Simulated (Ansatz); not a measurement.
# Worked example: correlation energy of GeAs⁺, triplet

Geometry: a PBE0/def2-TZVP stationary point for this spin.

```xyz
2

Ge    0.0000    0.0000    0.0000
As    0.0000    0.0000    2.4053
```

Basis cc-pVTZ; Ansatz 0.2.0. Correlated methods freeze the noble-gas cores and the filled d shells of p-block atoms, which leaves 8 electrons in 58 orbitals. Prefix R: restricted or restricted open-shell reference; prefix U: unrestricted. No spin–orbit coupling is included, and no scalar relativity.

Full CI isn't at hand for all of this; UCCSDT(Q) serves as the reference, and is uncertain by about the last step of the cluster series.

Runs differ by some tens of microhartree through their thresholds and, for an open shell, their frozen cores, so steps under 0.03 kcal/mol mean nothing.

```
    level  total energy (hartree)
      UHF            -4309.367873
     UMP2            -4309.511942
    UCCSD            -4309.541710
 UCCSD(T)            -4309.550205
   UCCSDT            -4309.551788
UCCSDT(Q)            -4309.552343
```

**Question.** What is the correlation energy at UCCSDT(Q), and what share of it do UMP2 and UCCSDT recover?

**Answer.** E(corr) = -4309.552343 − (-4309.367873) = -0.184470 hartree = -5.020 eV. UMP2: -0.144069 / -0.184470 = 78.10 %. UCCSDT: -0.183915 / -0.184470 = 99.70 %.

**Question.** By how many kcal/mol does UCCSD(T) miss UCCSDT(Q) (1 hartree = 627.509 kcal/mol), and which steps make up the rest?

**Answer.** -4309.550205 − (-4309.552343) = 0.002138 hartree = 1.34 kcal/mol. Steps: UCCSDT − UCCSD(T) = -0.99, UCCSDT(Q) − UCCSDT = -0.35 kcal/mol. Differences between like states or geometries often cancel part of this.
